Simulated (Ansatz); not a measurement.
in.yaml

```yaml
crystal:
  periodic: [false, false, false]
  atoms:
    - {symbol: Ge, position_ang: [0.000000, 0.000000, 0.000000]}
    - {symbol: H, position_ang: [1.339831, 2.467980, 2.464795]}
    - {symbol: H, position_ang: [-1.360262, -2.457869, 2.463706]}
    - {symbol: H, position_ang: [-1.334867, 2.460561, -2.474884]}
    - {symbol: H, position_ang: [1.355299, -2.470671, -2.453616]}
basis:
  gaussian: {orbitals: 6-31G}
total_charge: 1
magnetization: {spin_polarized: true, initial_magnetization: 1}
hamiltonian: {xc: {name: PBE0}}
output: {orbitals: {seedname: orbitals}}
```

```sh
$ ansatz run in.yaml --threads 1 --pin off --events-out ev --progress --plain --max-ram 2393MiB
```

Output:

```
382 factors; integrals over basis functions are off by at most 5.6e-4 eV
mean field evaluation 1: about -56541.1125 eV, gradient 2.1e0 eV
mean field evaluation 2: about -56541.7672 eV, gradient 2.5e0 eV
mean field evaluation 4: about -56541.1030 eV, gradient 4.3e0 eV
mean field evaluation 8: about -56541.9689 eV, gradient 2.6e0 eV
mean field evaluation 16: about -56545.8573 eV, gradient 2.4e0 eV
mean field evaluation 32: about -56546.0363 eV, gradient 2.1e-4 eV
mean field evaluation 64: about -56545.9967 eV, gradient 5.2e0 eV
mean field evaluation 96: about -56541.1125 eV, gradient 2.1e0 eV
mean field evaluation 128: about -56543.1459 eV, gradient 9.3e-1 eV
mean field evaluation 160: about -56545.9467 eV, gradient 1.4e0 eV
mean field evaluation 192: about -56546.0365 eV, gradient 9.4e-3 eV
mean field -56546.04786219 eV, -2078.0289306476 hartree, gradient 3.2e-6 eV, S^2 2.725437; 16 other end points of the search recorded, 0 dependent functions left out
reference -56546.04790329 eV, -2078.0289321579 hartree; 18, 17 occupied and 19, 20 virtual orbitals, 382 factors
Total energy: -56546.04790329 eV, -2078.0289321579 hartree
```

Ran on 1 thread of Arm Neoverse V2, shared host: 16 s wall, 0.18 GiB peak host memory.
